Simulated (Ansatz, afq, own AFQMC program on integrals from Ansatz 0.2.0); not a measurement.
## SiGeH3, doublet: AFQMC among the cluster methods

```xyz
5

Si   -0.0053    0.0000    1.5067
Ge   -0.0013    0.0000   -0.6652
H     1.3009    0.0000    1.7768
H    -0.5298    1.0718    2.0885
H    -0.5298   -1.0718    2.0885
```

Connectivity, by distances: SiH3–Ge.

Basis cc-pVDZ. Noble-gas cores (and the filled d shells of Ga–Kr and In–Xe) are frozen. Ansatz 0.2.0 and our own AFQMC program on the same integrals; the CISD trial comes from CCSD amplitudes, and released means the phaseless constraint is let go. Uncertainties: one standard error, sampling alone. No spin–orbit coupling.

Determinant: ROHF, the one that the program's search chose, which needn't be the lowest solution. The geometry is a point of a scan.

No full CI on the walks' own integrals is used here. The released AFQMC energy serves as the reference, which it does only where one determinant dominates, the energy is flat over the last release times and near the phaseless one (40 meV or 2 meV an electron, half that with transition metals). On small molecules, where full CI could be run and the noise was under 10 meV, such values lay within 10 meV of it in 19 cases of 20, a flattering rate, since the rule was set on those same cases; what remains of the bias isn't in the error bar.

Cautions: no relativity below Rb; no spin-orbit coupling; inner d shell frozen; higher spins were not checked; a spin-contaminated unrestricted determinant lies lower (UHF 106 meV lower, ⟨S²⟩ 0.97); the released value is read at 2.40 1/Eh with a noise of 14 meV, more than in the cases checked (meV from the phaseless value at times in 1/Eh: 3 ± 9 at 0.24, -3 ± 10 at 0.51, 1 ± 10 at 0.99, 23 ± 13 at 1.62, 24 ± 14 at 2.40).

* T1 diagnostic: 0.0180
* weight of the determinant in the CISD state: 0.874
* size of the correlated space: 11 electrons in 41 orbitals

Reference: AFQMC with the constraint released, correlation energy -5.702 ± 0.014 eV.

```json
{"level": "HF", "E − E(reference) (kcal/mol)": "131.49 ± 0.32", "share of correlation (%)": "0.00"}
{"level": "MP2", "E − E(reference) (kcal/mol)": "28.84 ± 0.32", "share of correlation (%)": "78.06"}
{"level": "CCSD", "E − E(reference) (kcal/mol)": "3.30 ± 0.32", "share of correlation (%)": "97.49"}
{"level": "CCSD(T)", "E − E(reference) (kcal/mol)": "0.26 ± 0.32", "share of correlation (%)": "99.80"}
{"level": "ph-AFQMC/CISD", "E − E(reference) (kcal/mol)": "-0.54 ± 0.39", "share of correlation (%)": "100.41"}
```

A walk keeps the symmetry of its determinant, which the program's search chose and which needn't be the lowest solution, so a lower state of the same spin and another symmetry isn't excluded. Released energies are given only where the last usable release times agree within the noise; a slower fall can still hide under it.
